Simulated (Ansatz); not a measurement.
Predict the output of the script below (the Ansatz DFT code, driven from Python).

`fh.py`:
```python
"""How the energy of FH converges with the basis."""

import ansatz as az

GEOMETRY = """
H     0.00000    0.00000    0.00000
F     0.00000    0.00000    0.93500
"""

mol = az.Crystal.molecule()
for line in GEOMETRY.strip().splitlines():
    symbol, *xyz = line.split()
    mol = mol.atom(symbol, [float(v) for v in xyz])

calculation = mol.calculation().correlation("mp2")

energies = {}
for basis in ["cc-pVDZ", "cc-pVTZ", "cc-pVQZ"]:
    data = calculation.basis(gaussian=basis).run(threads=1).report
    size = data["n_frozen"] + data["n_occupied"][0] + data["n_virtual"][0]
    energies[basis] = (data["reference_energy_ev"] / 27.211386246, data["free_energy_ev"] / 27.211386246)
    print(f"{basis:14s} {size:4d} orbitals  reference {energies[basis][0]:14.6f} Ha  total {energies[basis][1]:14.6f} Ha")

# correlation energy at the basis limit from E(X) = E + A / X^3
small, large = (energies[b][1] - energies[b][0] for b in ("cc-pVTZ", "cc-pVQZ"))
limit = (4 ** 3 * large - 3 ** 3 * small) / (4 ** 3 - 3 ** 3)
print(f"correlation energy: {small:.6f} and {large:.6f} Ha, extrapolated {limit:.6f} Ha")
print(f"share caught by the larger set: {100 * large / limit:.1f} %")
```

```console
$ python fh.py
cc-pVDZ          19 orbitals  reference    -100.018385 Ha  total    -100.220790 Ha
cc-pVTZ          44 orbitals  reference    -100.056828 Ha  total    -100.329471 Ha
cc-pVQZ          85 orbitals  reference    -100.066465 Ha  total    -100.364859 Ha
correlation energy: -0.272643 and -0.298394 Ha, extrapolated -0.317186 Ha
share caught by the larger set: 94.1 %
```

Against cc-pVDZ: cc-pVTZ -108.7 mHa and cc-pVQZ -144.1 mHa. The last step alone is -35.39 mHa.

Reading the output:
- The drop along the ladder measures the basis error, and is no property of the molecule.
- The geometry is a force-field or estimated start, not a minimum of this method, and the last set is no limit. Much of the fall in a total is atomic energy, which cancels in bond and reaction energies.
- Inner cores stay frozen, so this is valence correlation.
- An extrapolation from small basis sets is rough.
- It ran for 0.9 s on 1 thread of Arm Neoverse V2, on a shared host, peak memory 0.15 GiB.
